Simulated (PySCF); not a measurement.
# `CC(C)[C@@H](C)S`, C$_{5}$H$_{12}$S

Cartesian coordinates in Å; atom numbers follow the order of the lines, from 1:
```xyz
18

C    -0.8240    1.2923   -0.7003
C    -0.8317    0.1565    0.3149
C    -1.8063   -0.9442   -0.0960
C     0.5687   -0.4187    0.6015
C     1.2967   -0.9856   -0.6076
S     1.6322    0.7529    1.5258
H    -1.8253    1.7412   -0.7849
H    -0.5371    0.9416   -1.7046
H    -0.1301    2.0927   -0.4024
H    -1.1811    0.5721    1.2755
H    -1.8299   -1.7605    0.6431
H    -2.8282   -0.5447   -0.1845
H    -1.5429   -1.3813   -1.0724
H     0.4388   -1.2282    1.3403
H     0.6855   -1.7454   -1.1198
H     2.2430   -1.4540   -0.3038
H     1.5350   -0.1981   -1.3395
H     1.9431    1.5514    0.4824
```

Method: PySCF, quadratic response CAM-B3LYP/aug-cc-pVDZ first hyperpolarisability, Taylor convention, gas phase. Geometry: PBE0-D3(BJ)/def2-SVP.

(1) Give the tensor of the second harmonic β(−2ω;ω,ω) at 1064 nm in the axes of these coordinates.

Answers

(1) In au, Taylor convention; rows are the first index (the induced dipole):
```csv
,xx,yy,zz,xy,xz,yz
x,-95.9,+7.1,-24.0,-3.6,-33.7,-0.8
y,-2.5,-29.7,-21.4,+6.4,-1.2,-20.2
z,-33.7,-21.0,-27.4,-1.1,-23.5,-21.1
```
Norm of βᵢ = ⅓ Σⱼ (βᵢⱼⱼ + βⱼᵢⱼ + βⱼⱼᵢ): 149.3 au, hyper-Rayleigh value 59.0 au.
